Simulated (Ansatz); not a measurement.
A made-up structure of SiNH6S (charge +1), singlet:

```json
{"atom": "N1", "x (Å)": "-0.4215", "y (Å)": "0.8615", "z (Å)": "-0.6935"}
{"atom": "Si2", "x (Å)": "-0.0720", "y (Å)": "-0.8221", "z (Å)": "0.1383"}
{"atom": "S3", "x (Å)": "0.5936", "y (Å)": "-0.4507", "z (Å)": "2.0773"}
{"atom": "H4", "x (Å)": "-0.8164", "y (Å)": "0.7552", "z (Å)": "-1.6309"}
{"atom": "H5", "x (Å)": "0.4247", "y (Å)": "1.4265", "z (Å)": "-0.7838"}
{"atom": "H6", "x (Å)": "0.1333", "y (Å)": "-0.4097", "z (Å)": "3.3564"}
{"atom": "H7", "x (Å)": "0.9089", "y (Å)": "-1.3919", "z (Å)": "-0.8009"}
{"atom": "H8", "x (Å)": "-1.4232", "y (Å)": "-1.4047", "z (Å)": "0.1171"}
{"atom": "H9", "x (Å)": "1.8914", "y (Å)": "-0.3853", "z (Å)": "1.7212"}
```

It is relaxed with PBE-D4/def2-SVP and then PBE0-D4/def2-TZVP (Ansatz 0.2.0). Atoms count as bonded within 1.22 times the sum of their covalent radii (H–H: 0.88 Å). The end point is not checked to be a true minimum.

Does its bonding change? (A judgement: the text doesn't fix the answer.)

The calculation gives: No: no bond forms or breaks.

Where it ends: The first stage lowers the energy by 2.73 eV in 20 steps. It ends as SiNH₆S ([NH2][SiH2][SH2]), total charge +1:
```
9
angstrom
N -0.4141 0.7170 -0.8444
Si 0.1384 -0.6816 -0.1326
S 1.0628 -0.0950 1.9730
H -1.3688 1.0351 -0.7795
H 0.1625 1.3271 -1.4035
H -0.0946 0.0595 2.6491
H 1.3796 -1.2324 -0.6976
H -0.9216 -1.6080 0.2923
H 1.2746 -1.3431 2.4443
```

Labels in which every atom is bracketed show which atoms are joined, not bond orders.

For scale, one of the runs: PBE0-D4/def2-TZVP relaxation, 141 basis functions, launched by `ansatz run in.yaml --threads 2 --pin off --events-out ev --progress --plain --max-ram 4352MiB`. The run took about 40 s on 2 CPU threads of an Intel Xeon Platinum 8375C (shared host).
